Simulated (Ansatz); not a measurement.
**How methods differ on SiH3F (SMILES [H][Si]([H])([H])F)**

The species is SiH3F (5 atoms), meant as a singlet with charge 0. SMILES: `[H][Si]([H])([H])F`. Geometry: relaxed at GFN2-xTB.

```xyz
5

Si   -0.0007    0.0012   -0.0936
F     0.0109   -0.0191    1.5120
H     1.4003    0.0110   -0.4822
H    -0.7093    1.2189   -0.4534
H    -0.7012   -1.2120   -0.4828
```

Each level gives the energy change with the Si1–H5 bond stretched from 1.454 to 2.908 Å (eV). The values are calculated.

```csv
level,kind,program,value (eV),less FCI/STO-3G,CPU time (all runs)
r2SCAN/STO-3G (restricted),meta-GGA,Ansatz,5.47,+0.95,4.6 s
PBE0/STO-3G (restricted),global hybrid,Ansatz,5.89,+1.37,2 s
wB97M-V/STO-3G (restricted),range-separated hybrid,Ansatz,6.25,+1.73,27 s
wB97X/STO-3G (restricted),range-separated hybrid,Ansatz,6.43,+1.91,7.8 s
RPA@PBE/STO-3G (restricted),RPA,Ansatz,5.00,+0.48,2.8 s
BCCD(T)/STO-3G (restricted),coupled cluster or CI,Ansatz,4.52,0.00,0.31 s
CCSD(T)/STO-3G (restricted),coupled cluster or CI,Ansatz,4.52,0.00,0.28 s
FCI/STO-3G,exact in the basis,Ansatz,4.52,0.00,1.1 s
```

FCI/STO-3G is exact within its basis and frozen core, so for wave-function methods in that basis the difference is their error; functionals converge differently with the basis, so for them it is only a difference. The first shape isn't each level's own minimum. The values span 4.52 to 6.43 eV. All rows use very small basis sets, so even the best lies far from the true value. Times are those of the runs behind each value, whatever else they computed, on shared processors of several kinds: orders of magnitude only.
